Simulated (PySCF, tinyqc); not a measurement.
Inside a calculation. Method: RHF in the sto-3g basis, for HF, spin multiplicity 1. The lowest restricted solution is unstable here: a spin-polarised one lies 0.0020 hartree lower (PySCF). One step of it, computed by the program tinyqc.

Problem. Iteration 3: building the Fock matrix. J_ij = sum D_kl (ij|kl), K_ij = sum D_kl (ik|jl); F = H + J - 0.5 K; E = tr D H + tr D J / 2 - 0.25 tr D K + E_nn.

D after iteration 2:
```
            1F 1s      1F 2s    1F 2px    1F 2py     1F 2pz      2H 1s
1F 1s    2.118131  -0.498114  0.000000  0.000000   0.061827  -0.000252
1F 2s   -0.498114   2.111883  0.000000  0.000000  -0.313444  -0.097372
1F 2px   0.000000   0.000000  2.000000  0.000000   0.000000   0.000000
1F 2py   0.000000   0.000000  0.000000  2.000000   0.000000   0.000000
1F 2pz   0.061827  -0.313444  0.000000  0.000000   0.943030   0.823872
2H 1s   -0.000252  -0.097372  0.000000  0.000000   0.823872   0.735356
```

core Hamiltonian H = T + V (hartree):
```
             1F 1s       1F 2s     1F 2px     1F 2py     1F 2pz      2H 1s
1F 1s   -40.450045   -9.490822   0.000000   0.000000  -0.008168  -0.911761
1F 2s    -9.490822  -10.928033   0.000000   0.000000  -0.101752  -2.208738
1F 2px    0.000000    0.000000  -8.608082   0.000000   0.000000   0.000000
1F 2py    0.000000    0.000000   0.000000  -8.608082   0.000000   0.000000
1F 2pz   -0.008168   -0.101752   0.000000   0.000000  -8.660358  -1.592186
2H 1s    -0.911761   -2.208738   0.000000   0.000000  -1.592186  -4.247410
```

Two-electron integrals (ij|kl) in chemists' order, unique and non-zero (hartree):
```
(11|11) 5.403501   (21|11) 0.841920   (21|21) 0.156299   (22|11) 1.268028
(22|21) 0.292344   (22|22) 0.926167   (31|31) 0.027998   (32|31) 0.043169
(32|32) 0.204588   (33|11) 1.264502   (33|21) 0.292403   (33|22) 0.925959
(33|33) 0.997514   (41|41) 0.027998   (42|41) 0.043169   (42|42) 0.204588
(43|43) 0.053770   (44|11) 1.264502   (44|21) 0.292403   (44|22) 0.925959
(44|33) 0.889973   (44|44) 0.997514   (51|51) 0.027998   (52|51) 0.043169
(52|52) 0.204588   (53|53) 0.053770   (54|54) 0.053770   (55|11) 1.264502
(55|21) 0.292403   (55|22) 0.925959   (55|33) 0.889973   (55|44) 0.889973
(55|55) 0.997514   (61|11) 0.081108   (61|21) 0.014943   (61|22) 0.027816
(61|33) 0.027775   (61|44) 0.027775   (61|51) 0.000590   (61|52) 0.001116
(61|55) 0.027904   (61|61) 0.001442   (62|11) 0.226205   (62|21) 0.052942
(62|22) 0.189707   (62|33) 0.186846   (62|44) 0.186846   (62|51) 0.003577
(62|52) 0.029158   (62|55) 0.195236   (62|61) 0.005141   (62|62) 0.049765
(63|31) 0.005286   (63|32) 0.032304   (63|53) 0.005974   (63|63) 0.007057
(64|41) 0.005286   (64|42) 0.032304   (64|54) 0.005974   (64|64) 0.007057
(65|11) 0.162625   (65|21) 0.038522   (65|22) 0.147860   (65|33) 0.141762
(65|44) 0.141762   (65|51) 0.007542   (65|52) 0.053569   (65|55) 0.159888
(65|61) 0.003878   (65|62) 0.047739   (65|65) 0.052594   (66|11) 0.419946
(66|21) 0.099854   (66|22) 0.413779   (66|33) 0.401264   (66|44) 0.401264
(66|51) 0.007546   (66|52) 0.088232   (66|55) 0.438457   (66|61) 0.009730
(66|62) 0.146363   (66|65) 0.164098   (66|66) 0.774606
```

nuclear repulsion = 3.82537743 hartree

Give: Coulomb J; exchange K; Fock matrix F; total energy of this density.

Solution.

Coulomb J (hartree):
```
          1F 1s   1F 2s  1F 2px  1F 2py   1F 2pz   2H 1s
1F 1s   20.0677  3.8169  0.0000  0.0000  -0.0063  0.3650
1F 2s    3.8169  9.4386  0.0000  0.0000   0.0246  1.9173
1F 2px   0.0000  0.0000  9.4491  0.0000   0.0000  0.0000
1F 2py   0.0000  0.0000  0.0000  9.4491   0.0000  0.0000
1F 2pz  -0.0063  0.0246  0.0000  0.0000   9.3910  1.5016
2H 1s    0.3650  1.9173  0.0000  0.0000   1.5016  4.4395
```

exchange K (hartree):
```
          1F 1s    1F 2s  1F 2px  1F 2py   1F 2pz   2H 1s
1F 1s   11.0741   1.9043  0.0000  0.0000   0.0029  0.1949
1F 2s    1.9043   3.0547  0.0000  0.0000  -0.1108  0.6932
1F 2px   0.0000   0.0000  2.6104  0.0000   0.0000  0.0000
1F 2py   0.0000   0.0000  0.0000  2.6104   0.0000  0.0000
1F 2pz   0.0029  -0.1108  0.0000  0.0000   1.8958  0.6714
2H 1s    0.1949   0.6932  0.0000  0.0000   0.6714  0.9629
```

Fock matrix F (hartree):
```
           1F 1s    1F 2s   1F 2px   1F 2py   1F 2pz    2H 1s
1F 1s   -25.9195  -6.6261   0.0000   0.0000  -0.0159  -0.6442
1F 2s    -6.6261  -3.0168   0.0000   0.0000  -0.0218  -0.6381
1F 2px    0.0000   0.0000  -0.4642   0.0000   0.0000   0.0000
1F 2py    0.0000   0.0000   0.0000  -0.4642   0.0000   0.0000
1F 2pz   -0.0159  -0.0218   0.0000   0.0000  -0.2173  -0.4263
2H 1s    -0.6442  -0.6381   0.0000   0.0000  -0.4263  -0.2893
```

total energy of this density = -98.507840 hartree
